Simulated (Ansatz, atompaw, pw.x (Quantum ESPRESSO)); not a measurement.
# N: one change to the PAW (atompaw) potential, in the atom and in the fcc crystal

| Item | Value |
| --- | --- |
| Element | N (Z = 7) |
| Generator | atompaw 4.2.0.5 |
| Type | PAW |
| Functional | LDA (PW92) |
| Relativity | scalar-relativistic |
| Frozen core | [He] |
| Valence charge | 5 |
| Reference configuration | 2s2 2p3 |
| Partial waves | 2s (bound): rc 1.10 bohr; 2s channel at 0.75 Ry: rc 1.10 bohr; 2p (bound): rc 2.20 bohr; 2p channel at 3.95 Ry: rc 2.20 bohr |
| Local potential | troulliermartins scheme with l = 2 at 0.5 Ry, radius 1.85 bohr |
| Core correction | smooth core density matched at 2.05 bohr |
| Augmentation charge | besselshape compensation charge, radius 1.95 bohr; PAW radius 2.20 bohr; waves and projectors: custom rrkj gramschmidtortho |

Change: wave 2p channel at 3.95 Ry: rc 2.20 bohr becomes 2p channel at 0.63 Ry: rc 2.20 bohr.

Cutoffs, loose and tight: the cutoffs (Ry, on a coarse ladder) from which the occupation-weighted sum of valence levels, in a spherical-Bessel basis at the reference potential, stays within 10 and 1 mRy of its value at 400 Ry. They see the waves, projectors and local potential, not the compensation charge or the core.

Crystal test: fcc N in pw.x 7.5, no spin, 18³ k-points, Fermi–Dirac smearing 0.01 Ry, cutoffs set for each file from its atomic test. The reference is all-electron LAPW (Ansatz 0.2.0) with the same functional, mesh and smearing; V0 and B0 come from Birch–Murnaghan fits to the pressures at five volumes. Errors are pseudo minus all-electron; Δ is the rms difference of the E(V) curves that follow from these fits, minima aligned, over ±6 % about the mean V0. Mesh and smearing are coarse, so the numbers serve the comparison and aren't converged zero-temperature values; the lattice is a test structure that the element need not adopt. Spin polarisation is left out.

All-electron: a0 = 3.046 Å (V0 = 7.06 Å³/atom), B0 = 220.9 GPa.

Does the change bring the crystal closer to the all-electron result?

The mean pressure error goes from +0.47 to -5.39 GPa, so the change moves the solid further from the all-electron pressures.

```tsv
quantity	base	changed
outcome (atom)	generated	generated
cutoff, loose (atom)	15 Ry	15 Ry
cutoff, tight (atom)	21 Ry	18 Ry
bound ghosts (atom)	none	none
cutoffs in pw.x (Ry)	40/400	40/400
a0 (Å)	3.048	3.020
a0 error (%)	+0.07	-0.83
B0 error (%)	-0.0	+1.9
Δ (meV/atom)	0.7	8.5
mean pressure error (GPa)	+0.47	-5.39
```

Base: The largest radius (2.20 bohr) exceeds half the bond length (2.04 bohr), so the spheres overlap, which is one possible source of error among others. Changed file: The largest radius (2.20 bohr) exceeds half the bond length (2.04 bohr), so the spheres overlap, which is one possible source of error among others. This is a poor potential for the solid.
